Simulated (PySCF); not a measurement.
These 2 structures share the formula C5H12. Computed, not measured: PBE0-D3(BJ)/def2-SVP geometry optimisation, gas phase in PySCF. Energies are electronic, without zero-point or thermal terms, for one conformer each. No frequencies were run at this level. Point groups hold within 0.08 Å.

Question: Order them by energy at this level, lowest first, and give relative energies in kcal/mol.
A. `CC(C)(C)C`
B. `[CH3:1][CH2:2][CH2:3][CH2:4][CH3:5]` with C1–C2–C3–C4 180°, C2–C3–C4–C5 180° (pentane)

Answer: A (0.0), B (2.2).

As drawn, the lower has a quaternary carbon, which the higher lacks. Neighbours under 2.5 kcal/mol apart (CC(C)(C)C and CCCCC) can change places with a better method, another conformer or zero-point energy.

```
   SMILES      E (Eh)  E rel (kcal/mol)  dipole (D)  point group      A, B, C (MHz)
CC(C)(C)C  -197.39023               0.0        0.00           Td   4456, 4455, 4455
    CCCCC  -197.38678               2.2        0.05          C2v  17112, 1944, 1846
```

How do the relative energies change in single points at PBE0/pcSseg-1 (no added dispersion term) on the same geometries?

```tsv
SMILES	PBE0-D3(BJ)/def2-SVP (kcal/mol)	PBE0/pcSseg-1 (kcal/mol)	shift
CC(C)(C)C	0.0	0.0	0.0
CCCCC	2.2	2.2	0.0
```

Each column counts from its own lowest isomer. The order is unchanged; the largest shift is 0.0 kcal/mol.

As an exercise, what shares would exp(−E/RT) give at 2000 K from these electronic energies alone (no entropy, no degeneracies)?

RT = 3.974 kcal/mol: CC(C)(C)C 63.3 %, CCCCC 36.7 %.
